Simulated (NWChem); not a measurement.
All runs are NWChem calculations. System: ethanol (C2H6O), charge 0, spin multiplicity 1, at a geometry optimised with PBE0/def2-SVP. Level: B2PLYP/def2-SVP, 3 core orbitals frozen.

Job file:

```
start mol
memory heap 200 mb stack 900 mb global 1100 mb
geometry units angstroms nocenter noautoz noautosym
  C     -1.196103     0.135848     0.249933
  C      0.078198    -0.423526    -0.353377
  O      1.221697     0.310521    -0.003404
  H     -2.080322    -0.425757    -0.089924
  H     -1.324808     1.192093    -0.031213
  H     -1.173038     0.079390     1.351459
  H      0.182417    -1.494994    -0.083940
  H      0.017988    -0.387799    -1.453140
  H      1.311621     0.278963     0.954656
end
basis spherical
  * library def2-svp
end
dft
  xc hfexch 0.53 becke88 0.47 lyp 0.73 mp2 0.27
  dftmp2
  semidirect memsize 60000000 filesize 0
  iterations 100
end
mp2
  freeze core 3
end
task dft energy
```

Part of the output:

```
             Northwest Computational Chemistry Package (NWChem) 7.3.0
             --------------------------------------------------------

                                NWChem Input Module
                                -------------------

 Scaling coordinates for geometry "geometry" by  1.889725989
 (inverse scale =  0.529177249)

                             Geometry "geometry" -> ""
                             -------------------------

 Output coordinates in angstroms (scale by  1.889725989 to convert to a.u.)

  No.       Tag          Charge          X              Y              Z
 ---- ---------------- ---------- -------------- -------------- --------------
    1 C                    6.0000    -1.19610300     0.13584800     0.24993300
    2 C                    6.0000     0.07819800    -0.42352600    -0.35337700
    3 O                    8.0000     1.22169700     0.31052100    -0.00340400
    4 H                    1.0000    -2.08032200    -0.42575700    -0.08992400
    5 H                    1.0000    -1.32480800     1.19209300    -0.03121300
    6 H                    1.0000    -1.17303800     0.07939000     1.35145900
    7 H                    1.0000     0.18241700    -1.49499400    -0.08394000
    8 H                    1.0000     0.01798800    -0.38779900    -1.45314000
    9 H                    1.0000     1.31162100     0.27896300     0.95465600

 Effective nuclear repulsion energy (a.u.)      81.8777838211

            Nuclear Dipole moment (a.u.)
            ----------------------------
        X                 Y               Z
 ---------------- ---------------- ----------------
     0.0000075589    -0.0000075589     0.0000037795


 Summary of "ao basis" -> "" (spherical)
 ------------------------------------------------------------------------------
       Tag                 Description            Shells   Functions and Types
 ---------------- ------------------------------  ------  ---------------------
 *                          def2-svp                  on all atoms

  dft_input: which_mp2 not specified, using semidirect MP2 by default.
[...]
          54.103930431943         -10.588587023444          14.607146722916
         -10.588587023444         204.772229259614         -11.673815511914
          14.607146722916         -11.673815511914         207.860526031852

     Multipole analysis of the density
     ---------------------------------

     L   x y z        total         alpha         beta         nuclear
     -   - - -        -----         -----         ----         -------
     0   0 0 0     -0.000000    -13.000000    -13.000000     26.000000

     1   1 0 0     -0.408798     -0.204403     -0.204403      0.000008
     1   0 1 0     -0.280651     -0.140322     -0.140322     -0.000008
     1   0 0 1      0.442121      0.221058      0.221058      0.000004

     2   2 0 0    -16.197393    -61.260837    -61.260837    106.324282
     2   1 1 0     -0.410286     -2.277706     -2.277706      4.145126
     2   1 0 1      1.772444      4.705365      4.705365     -7.638286
     2   0 2 0    -15.082463    -18.308406    -18.308406     21.534350
     2   0 1 1      0.355547     -3.673524     -3.673524      7.702594
     2   0 0 2    -13.259031    -17.324274    -17.324274     21.389516

                   NWChem MP2 Semi-direct Energy/Gradient Module
                   ---------------------------------------------

  Basis functions       =     72
  Molecular orbitals    =     72
  Frozen core           =      3
  Frozen virtuals       =      0
  Active alpha occupied =     10
  Active beta occupied  =     10
  Active alpha virtual  =     59
  Active beta virtual   =     59
  Use MO symmetry       = F
  Use skeleton AO sym   = F

  AO/Fock/Back tols     =   1.0D-09  1.0D-09  1.0D-09

 GA uses MA = F    GA memory limited = T

 Available:
  local mem=  4.43D+07
 global mem=  1.44D+08
 local disk=  0.00D+00
  mp2_memr nvloc                    59
  nvloc new                    59
   1 passes of  10:        3145728                      25620                   5272686.
   1 passes of  10: M     44323765           G      144168832           F      41178037.

 Semi-direct pass number   1 of   1  for RHF alpha+beta  at        3.9s
  vrange nnbf                  2624
  mp2_eaftype                    20  avail_ma_in_mb                   386
 EAF : mp2_eaftype filesize          20    2636343.
  mp2_eaf for mointskh                     20
Node 0 wrote     12.4 Mb in      0.0 s     Agg I/O rate:  1493.7 Mb/s
 Done moints_semi at        5.0s
  mp2_eaftype                    20  avail_ma_in_mb                   386
 EAF : mp2_eaftype filesize          20    2636343.
  mp2_eaf for kh                    20
 Done maket at        5.1s
 Done multipass loop at        5.1s

          -------------------------------------------
          DFT energy                    -154.597124341275
          Unscaled MP2 energy             -0.579467272540
          Total DFT+MP2 energy          -154.753580504861
          -------------------------------------------

 -----------------------
 Performance information
 -----------------------

 Timer overhead =  1.35D-07 seconds/call

               Nr. of calls         CPU time (s)                 Wall time (s)                GFlops
             ---------------    -------------------     ------------------------------   -------------------
Name         Min   Avg   Max    Min     Avg     Max     Min     Avg     Max   Mx/calls   Min     Max     Sum
mp2: moin     1     1     1    1.1     1.1     1.1      1.1     1.1     1.1     1.1      0.0     0.0     0.0
mp2: make     1     1     1   0.12    0.12    0.12     0.12    0.12    0.12    0.12      0.0     0.0     0.0
mp2: tota     1     1     1    1.2     1.2     1.2      1.2     1.2     1.2     1.2      0.0     0.0     0.0

 The average no. of pstat calls per process was 3.00D+00
 with a timing overhead of 4.06D-07s

 Task  times  cpu:        5.1s     wall:        5.1s

 Total times  cpu:        5.1s     wall:        5.1s
```
